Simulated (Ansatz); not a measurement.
Geometry optimisation, RKS revPBE-D4/6-31G* in Ansatz.

Input:

```yaml
crystal:
  periodic: [false, false, false]
  atoms:
    - { symbol: F, position_ang: [2.0237, -0.9966, -0.9681] }
    - { symbol: C, position_ang: [0.8462, -0.2351, -0.8007] }
    - { symbol: C, position_ang: [-0.2898, -0.3986, -0.2342] }
    - { symbol: C, position_ang: [-0.9996, 0.0055, 0.6499] }
    - { symbol: S, position_ang: [0.5585, 1.1873, 0.5968] }
    - { symbol: H, position_ang: [-2.0969, 0.3734, 0.7102] }
basis:
  gaussian: { orbitals: "6-31G*" }
hamiltonian:
  xc: revpbe
  dispersion: d4
relax:
  f_tol: 0.02
  max_steps: 40
```

Run as:

```bash
$ ansatz run input.yaml --threads 1 --pin off --max-ram 2048MiB --backend cpu --events-out ev --progress --plain --runs-dir out
```

Where does it end, and by what steps?

The forces met the threshold. After 13 steps the energy has fallen by 1.407 eV; C3 moved furthest, 0.32 Å. The start is strongly strained (largest force component 8 eV/Å).

```tsv
step	energy less start (eV)	largest force component (eV/Å)	accepted
0	0.0000	8.364	yes
1	-1.0584	2.340	yes
2	-1.2432	0.919	yes
3	-1.3160	0.946	yes
4	-1.3665	0.721	yes
5	-1.3006	0.813	no
6	-1.3861	0.610	yes
7	-1.4005	0.164	yes
8	-1.4039	0.095	yes
9	-1.4054	0.071	yes
10	-1.4058	0.051	yes
11	-1.4061	0.036	yes
12	-1.4065	0.048	yes
13	-1.4066	0.017	yes
```

```xyz
6
Properties=species:S:1:pos:R:3
F 1.984 -0.921 -0.999
C 0.844 -0.214 -0.989
C -0.168 -0.623 -0.037
C -1.027 0.156 0.622
S 0.487 1.106 0.719
H -2.078 0.432 0.639
```

The run took 28 s on 1 thread of Arm Neoverse V2 (shared host), peak memory 0.14 GiB.
